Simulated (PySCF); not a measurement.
Species: methylidynephosphane, CHP.
Cartesian coordinates in Å at the GFN2-xTB level; atoms count from 1:
```xyz
3
CHP angstrom
C     -0.1592    0.0838   -0.0034
P      1.3818   -0.0491   -0.0112
H     -1.2112    0.1747    0.0020
```

Method: TDDFT B3LYP/def2-SVPD, vertical, gas phase, core orbitals frozen in the response (PySCF 2.14.0, density-fitted response routines).

Transition dipole moments from the ground state, in atomic units and in the frame of the coordinates above (overall signs are arbitrary), for the states with f of 0.002 or more among the lowest 8:

```csv
state,E (eV),μx,μy,μz
S4,7.357,0.009,0.118,-0.209
S5,7.357,0.018,0.209,0.118
S6,7.707,-0.004,0.004,-0.777
S7,7.707,-0.066,-0.774,-0.004
S8,7.856,1.604,-0.138,-0.008
```

Problem. What oscillator strength does each state have?

Solution. f = (2/3) ΔE |μ|² with ΔE in hartree (27.2114 eV).

```json
{"state": "S4", "|μ|² (au)": "0.058", "|μ| (D)": "0.61", "f": "0.010"}
{"state": "S5", "|μ|² (au)": "0.058", "|μ| (D)": "0.61", "f": "0.010"}
{"state": "S6", "|μ|² (au)": "0.603", "|μ| (D)": "1.97", "f": "0.114"}
{"state": "S7", "|μ|² (au)": "0.603", "|μ| (D)": "1.97", "f": "0.114"}
{"state": "S8", "|μ|² (au)": "2.592", "|μ| (D)": "4.09", "f": "0.499"}
```

Problem. What is the point group, and which symmetry does each of these states have?

Solution. C∞v. From a totally symmetric ground state, an allowed state transforms like the component of the dipole operator along its μ. Polarised along the molecular axis, so Σ+: S8. Polarised across the molecular axis, so Π: S4, S5, S6 and S7.

Problem. What peak molar absorption coefficient would the strongest computed level give as a lone Gaussian band 0.4 eV wide at half height?

Solution. ε(max) = 2.175×10⁸ f / FWHM, with the width in cm⁻¹. S8: 2.175×10⁸ × 0.4989 / 3226 ≈ 34000 L mol⁻¹ cm⁻¹.

S4/S5 and S6/S7 coincide within about 0.01 eV; within a degenerate level the directions of the single components are arbitrary.

Rough CPU time on one thread of a shared machine: about 3 s.
